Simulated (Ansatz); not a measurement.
Basis-set extrapolation for `CCCCC(C)CC` (PBE0-D4/def2-TZVP geometry, frozen core, the Gaussian-basis code of Ansatz). Multiplicity 1, RHF reference.

```json
{"": "HF", "def2-TZVPP": "-313.545847", "def2-QZVPP": "-313.560703"}
{"": "MP2 correlation", "def2-TZVPP": "-1.421536", "def2-QZVPP": "-1.508510"}
{"": "CCSD(T) correlation", "def2-TZVPP": "-1.571337", "def2-QZVPP": "not run"}
```

Energies in hartree. Use E(X) = E(∞) + A·exp(−7.88·√X) for Hartree–Fock and E(X) = E(∞) + B·X^(−2.97) for correlation, with X = 3 and 4, and add CCSD(T) minus MP2 of the smaller set to the MP2 limit.

Q: What is the CCSD(T) energy at the basis-set limit?

A: HF limit: -313.560703 + (-0.014856) × 0.13774 = -313.56275. MP2 limit: -1.508510 + (-0.086974) × 0.74074 = -1.57294. Higher-order term: -1.571337 − (-1.421536) = -0.14980. Total: -315.28549 hartree, 441.9 kJ/mol below CCSD(T)/def2-TZVPP.
